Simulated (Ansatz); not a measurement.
One change: `[SiH3][AlH][SH]` becomes `[OH][AlH][SiH3]`.

Ansatz, PBE0-D4/def2-TZVP geometries, multiplicity 1. Each molecule was computed in one conformer, which needn't be the lowest.

```tsv
property	`[SiH3][AlH][SH]`
HOMO energy (ωB97M-V/def2-TZVPP) / eV	-9.80
HOMO–LUMO gap (PBE0/def2-TZVPP) / eV	6.03
LUMO energy (B3LYP/def2-TZVPP) / eV	-1.93
zero-point energy (PBE0-D4/def2-TZVP) / kJ/mol	106.9
LUMO energy (PBE/def2-TZVPP) / eV	-2.51
HOMO energy (PBE/def2-TZVPP) / eV	-6.72
```

(1) What does the change do to each property? (Best estimate.)

Results:

(1) The calculation gave: 
```csv
property,`[OH][AlH][SiH3]`,shift
HOMO energy (ωB97M-V/def2-TZVPP) / eV,-9.62,0.18
HOMO–LUMO gap (PBE0/def2-TZVPP) / eV,6.22,0.19
LUMO energy (B3LYP/def2-TZVPP) / eV,-1.57,0.36
zero-point energy (PBE0-D4/def2-TZVP) / kJ/mol,117.3,10.4
LUMO energy (PBE/def2-TZVPP) / eV,-2.14,0.37
HOMO energy (PBE/def2-TZVPP) / eV,-6.49,0.23
```

With PBE0 the HOMO rises by 0.20 eV and the LUMO rises by 0.39 eV, so the gap widens by about 0.19 eV. PBE moves the HOMO by 0.23 eV and ωB97M-V by 0.18 eV.

B3LYP here is the variant with VWN-RPA as its local correlation; programs differ in this.
